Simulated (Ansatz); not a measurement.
CH6Si2, SMILES C1[SiH2][SiH2]1, a short molecular-dynamics run

Computed with the Python package of Ansatz (0.2.0).

`md_ch6si2.py`:
```python
'''A short Born-Oppenheimer trajectory of CH6Si2.'''

import ansatz as az
import numpy as np

geometry_ang = [
    ('C', (-0.6114, -0.0224, -0.5733)),
    ('Si', (0.8842, 0.8692, -0.1353)),
    ('Si', (-0.1125, -0.9192, 0.848)),
    ('H', (-1.4967, 0.6024, -0.4492)),
    ('H', (-0.65, -0.514, -1.5477)),
    ('H', (0.6371, 2.2471, 0.4086)),
    ('H', (1.9815, 0.6582, -1.1413)),
    ('H', (0.4041, -2.2715, 0.4845)),
    ('H', (-0.9479, -0.6963, 2.0885)),
]
ch6si2 = az.Crystal.molecule()
for symbol, xyz in geometry_ang:
    ch6si2 = ch6si2.atom(symbol, xyz)

calculation = ch6si2.calculation()
calculation = calculation.basis(gaussian='6-31G')
calculation = calculation.functional('blyp')
symbols = [site.symbol for site in ch6si2.cartesian_sites]
start = np.array([site.position_ang for site in ch6si2.cartesian_sites], dtype=float)
r = calculation.relax(force_tolerance=0.02).run(threads=1).report
end = np.array(r['positions_ang'])
minimum = az.Crystal.molecule()
for symbol, place in zip(symbols, end):
    minimum = minimum.atom(symbol, place.tolist())

# dynamics from the relaxed geometry
calculation = (
    minimum.calculation()
    .basis(gaussian='6-31G')
    .functional('blyp')
    .md('nve', timestep=0.5, steps=30, temperature=500, initial_velocities='maxwell_boltzmann', seed=35)
)
frames = []
result = calculation.session().plan().execute(on_event=lambda e: frames.append(e['data']) if e['event'] == 'md_step' else None)
print('t (fs)   E_pot (eV)      E_kin (eV)   T (K)   d(0-1) (A)')
for f in frames[::1]:
    xyz = np.array(f['positions_ang'])
    print(f'{f["time_fs"]:6.2f} {f["lagrangian_ev"]:14.5f} {f["e_kin_ev"]:10.5f} {f["temperature_k"]:8.1f} {np.linalg.norm(xyz[0] - xyz[1]):9.4f}')
kept = np.array([f['conserved_ev'] for f in frames])
print(f'conserved energy moves by at most {1000 * np.ptp(kept):.3f} meV')
symbols = [site.symbol for site in ch6si2.cartesian_sites]
with open('last_frame.xyz', 'w') as handle:
    handle.write(f'{len(symbols)}\nt = {frames[-1]["time_fs"]} fs\n')
    handle.writelines('{:2s} {:10.5f} {:10.5f} {:10.5f}\n'.format(s, *xyz) for s, xyz in zip(symbols, frames[-1]['positions_ang']))
```

Running `python md_ch6si2.py` prints:
```text
t (fs)   E_pot (eV)      E_kin (eV)   T (K)   d(0-1) (A)
  0.00   -16884.89237    0.45241    500.0    1.9650
  0.50   -16884.87723    0.43749    483.5    1.9592
  1.00   -16884.83564    0.39651    438.2    1.9534
  1.50   -16884.77737    0.33910    374.8    1.9477
  2.00   -16884.71606    0.27865    308.0    1.9420
  2.50   -16884.66516    0.22833    252.4    1.9363
  3.00   -16884.63381    0.19712    217.9    1.9308
  3.50   -16884.62437    0.18743    207.1    1.9254
  4.00   -16884.63290    0.19547    216.0    1.9202
  4.50   -16884.65165    0.21370    236.2    1.9153
  5.00   -16884.67215    0.23377    258.4    1.9107
  5.50   -16884.68752    0.24891    275.1    1.9064
  6.00   -16884.69385    0.25522    282.1    1.9026
  6.50   -16884.69057    0.25210    278.6    1.8993
  7.00   -16884.68014    0.24195    267.4    1.8963
  7.50   -16884.66683    0.22892    253.0    1.8939
  8.00   -16884.65491    0.21714    240.0    1.8918
  8.50   -16884.64659    0.20875    230.7    1.8902
  9.00   -16884.64086    0.20277    224.1    1.8890
  9.50   -16884.63399    0.19558    216.1    1.8883
 10.00   -16884.62131    0.18268    201.9    1.8880
 10.50   -16884.59977    0.16116    178.1    1.8881
 11.00   -16884.56996    0.13165    145.5    1.8886
 11.50   -16884.53687    0.09910    109.5    1.8895
 12.00   -16884.50915    0.07201     79.6    1.8907
 12.50   -16884.49670    0.06004     66.4    1.8922
 13.00   -16884.50698    0.07042     77.8    1.8940
 13.50   -16884.54145    0.10450    115.5    1.8961
 14.00   -16884.59405    0.15634    172.8    1.8984
 14.50   -16884.65289    0.21431    236.9    1.9010
 15.00   -16884.70421    0.26492    292.8    1.9039
conserved energy moves by at most 3.394 meV
```

It writes `last_frame.xyz`:
```text
9
t = 15.0 fs
C    -0.71380    0.03331   -0.65703
Si    0.90639    0.89326   -0.14670
Si   -0.09668   -0.94863    0.86063
H    -1.59731    0.62838   -0.51368
H    -0.71836   -0.58771   -1.59489
H     0.65376    2.33540    0.30248
H     2.07731    0.78589   -1.03735
H     0.42852   -2.33613    0.61207
H    -0.64606   -0.58019    2.19999
```

Total energies depend on the basis set; only differences at equal settings carry meaning. The trajectory is only some femtoseconds long, so its temperature is not equilibrated; where the script doesn't relax first, it starts from a rough generated geometry. The temperature counts the internal degrees of freedom alone. It ran for 75 s on 1 thread of Arm Neoverse V1, with other jobs on the host, peak memory 0.18 GiB.
